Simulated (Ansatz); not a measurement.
Ansatz (a quantum-chemistry and plane-wave program) input:

Ansatz 0.2 input:
```yaml
crystal:
  periodic: [false, false, false]
  atoms:
    - {symbol: N, position_ang: [-0.00000000, -0.00000000, -0.61062678]}
    - {symbol: O, position_ang: [0.00000000, 0.00000000, 0.53429844]}
basis:
  gaussian:
    orbitals: def2-TZVPD
hamiltonian:
  xc: {name: BHLYP}
magnetization: {spin_polarized: true, initial_magnetization: 1}
output: {forces: true}
```

**Question.** Which total energy does the run end on?

**Answer.** -129.87929 Eh (BHLYP/def2-TZVPD). The basis has 77 functions.
